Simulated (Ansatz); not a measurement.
# [Eu(NH3)6]3+ (EuN6H18 (+3)): rung by rung

The task here is to estimate one member of a computed series from the others.

Computed with Ansatz 0.2.0, Gaussian basis. Level: as each input shows.

The runs, in order: PBE-D4/def2-TZVP, r2SCAN-D4/def2-TZVP, r2SCANh-D4/def2-TZVP, LDA/def2-TZVP, PBE-D4/def2-SVP, PBE0-D4/def2-SVP, MP2/def2-SVP, RPA/def2-SVP.

2 further runs of the same task are left out: 2 that didn't finish.

### The relaxed structure

The septet was relaxed beforehand with PBE-D4/def2-SVP.

25 atoms, charge 3, spin multiplicity 7.

Atoms are counted from 1 here; the program's logs count them from 0.

Bond lengths: Eu1–N2 2.602 Å, Eu1–N6 2.602 Å, Eu1–N10 2.602 Å, Eu1–N14 2.602 Å, Eu1–N18 2.602 Å, Eu1–N22 2.602 Å, N2–H3 1.037 Å, N2–H4 1.038 Å, N2–H5 1.038 Å, N6–H7 1.037 Å, N6–H8 1.038 Å, N6–H9 1.038 Å, N10–H11 1.038 Å, N10–H12 1.038 Å, N10–H13 1.037 Å, N14–H15 1.037 Å, N14–H16 1.037 Å, N14–H17 1.038 Å and more. Angles: N2–Eu1–N6 179.7°, N2–Eu1–N10 84.8°, N2–Eu1–N14 95.6°, N2–Eu1–N18 84.5°, N2–Eu1–N22 95.1°, N6–Eu1–N10 95.5°, N6–Eu1–N14 84.0°, N6–Eu1–N18 95.4°, N6–Eu1–N22 84.9°, N10–Eu1–N14 179.5°, N10–Eu1–N18 95.1°, N10–Eu1–N22 84.6°, N14–Eu1–N18 85.0°, N14–Eu1–N22 95.3°, N18–Eu1–N22 179.6°, Eu1–N2–H3 115.9°, Eu1–N2–H4 113.9°, Eu1–N2–H5 114.6° and more.

As a file:

```
Eu    0.0008    0.0002    0.0007
N     0.1155    0.1338    2.5964
H     0.9523    0.6045    2.9885
H     0.1125   -0.7919    3.0663
H    -0.6775    0.6356    3.0393
N    -0.1285   -0.1306   -2.5946
H    -0.9459   -0.6373   -2.9816
H     0.6828   -0.5942   -3.0457
H    -0.1709    0.7950   -3.0619
N     2.5955   -0.1410    0.1286
H     3.0651    0.7841    0.1736
H     3.0428   -0.6032   -0.6857
H     2.9828   -0.6524    0.9439
N    -2.5932    0.1377   -0.1481
H    -2.9732    0.7243   -0.9138
H    -3.0536    0.5147    0.7017
H    -3.0566   -0.7801   -0.2894
N    -0.0977    2.5979    0.1223
H     0.2047    3.0081    1.0249
H    -1.0339    3.0154   -0.0337
H     0.5024    3.0749   -0.5771
N     0.1086   -2.5975   -0.1044
H    -0.0901   -3.0123   -1.0332
H    -0.5661   -3.0717    0.5251
H     1.0211   -3.0139    0.1579
```

Eu takes a core potential in the def2 sets. No spin-orbit coupling is included. The ion is computed in the gas phase, without counter-ions or solvent.

PBE0-D4/def2-TZVP was run before; its log isn't repeated, and its numbers join the tables.

Set-up of the first run:

start.molden holds the orbitals of an earlier run on this state, given as this run's starting guess.

Input file in.yaml:

```yaml
crystal:
  periodic: [false, false, false]
  atoms:
    - {symbol: Eu, position_ang: [0.000825, 0.000218, 0.000659]}
    - {symbol: N, position_ang: [0.115508, 0.133835, 2.596440]}
    - {symbol: H, position_ang: [0.952348, 0.604463, 2.988493]}
    - {symbol: H, position_ang: [0.112500, -0.791873, 3.066297]}
    - {symbol: H, position_ang: [-0.677471, 0.635591, 3.039302]}
    - {symbol: N, position_ang: [-0.128492, -0.130649, -2.594600]}
    - {symbol: H, position_ang: [-0.945861, -0.637289, -2.981592]}
    - {symbol: H, position_ang: [0.682837, -0.594186, -3.045730]}
    - {symbol: H, position_ang: [-0.170854, 0.795005, -3.061867]}
    - {symbol: N, position_ang: [2.595541, -0.141042, 0.128626]}
    - {symbol: H, position_ang: [3.065066, 0.784098, 0.173600]}
    - {symbol: H, position_ang: [3.042820, -0.603165, -0.685677]}
    - {symbol: H, position_ang: [2.982782, -0.652388, 0.943946]}
    - {symbol: N, position_ang: [-2.593240, 0.137665, -0.148091]}
    - {symbol: H, position_ang: [-2.973217, 0.724291, -0.913827]}
    - {symbol: H, position_ang: [-3.053566, 0.514736, 0.701718]}
    - {symbol: H, position_ang: [-3.056618, -0.780110, -0.289404]}
    - {symbol: N, position_ang: [-0.097688, 2.597860, 0.122255]}
    - {symbol: H, position_ang: [0.204747, 3.008052, 1.024910]}
    - {symbol: H, position_ang: [-1.033855, 3.015447, -0.033724]}
    - {symbol: H, position_ang: [0.502398, 3.074944, -0.577148]}
    - {symbol: N, position_ang: [0.108564, -2.597534, -0.104423]}
    - {symbol: H, position_ang: [-0.090059, -3.012304, -1.033167]}
    - {symbol: H, position_ang: [-0.566095, -3.071722, 0.525096]}
    - {symbol: H, position_ang: [1.021090, -3.013924, 0.157937]}
basis:
  gaussian: {orbitals: def2-TZVP, initial_orbitals: start.molden}
total_charge: 3
magnetization: {spin_polarized: true, initial_magnetization: 6}
hamiltonian: {xc: pbe, dispersion: d4}
scf: {omitted_lower_state_checks: [starts]}
output: {orbitals: {seedname: orbitals}}
```

On the command line:

```console
$ ansatz run in.yaml --threads 4 --pin off --events-out ev --progress --plain --max-ram 6963MiB
```

Among the steps run: PBE-D4/def2-TZVP; r2SCAN-D4/def2-TZVP; r2SCANh-D4/def2-TZVP; LDA/def2-TZVP; PBE-D4/def2-SVP; PBE0-D4/def2-SVP; MP2/def2-SVP; RPA/def2-SVP.

One table of the session follows, with a row left open; its other results are not shown here.

It belongs to the step «Levels side by side». 

```
               level  HOMO (eV)  LUMO (eV)  gap (eV)
       LDA/def2-TZVP     -18.81     -18.67      0.15
     PBE-D4/def2-SVP     -18.86     -18.49      0.37
    PBE-D4/def2-TZVP     -18.93     -18.55      0.38
 r2SCAN-D4/def2-TZVP     -19.51     -18.64      0.87
r2SCANh-D4/def2-TZVP     -20.32     -18.22      2.10
    PBE0-D4/def2-SVP          ?          ?         ?
   PBE0-D4/def2-TZVP     -21.02     -17.43      3.59
```

Q: Estimate the row for PBE0-D4/def2-SVP from the others.

The run gave: HOMO (eV): -21.00; LUMO (eV): -17.54; gap (eV): 3.46. In the column «HOMO (eV)» it lies between PBE0-D4/def2-TZVP (-21.02) and r2SCANh-D4/def2-TZVP (-20.32).
